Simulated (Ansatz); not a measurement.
We consider anatase TiO₂ (metastable phase), described by r²SCAN (Ansatz, a program for electronic structure, PAW).

Numerical settings: plane-wave cutoff 500 eV, 8×8×1 k mesh (along the axes of the cell as run), gaussian smearing 0.02 eV, scalar-relativistic PAW data made under PBE.

Task: Predict the surface energy of the (101) face and ionisation potential of the slab.

Result: 
- surface energy of the (101) face: 0.67 J/m²
- ionisation potential of the slab: 7.74 eV

The slab of 24 atoms is relaxed and unreconstructed.

It cost very roughly 40 core-minutes of CPU time.
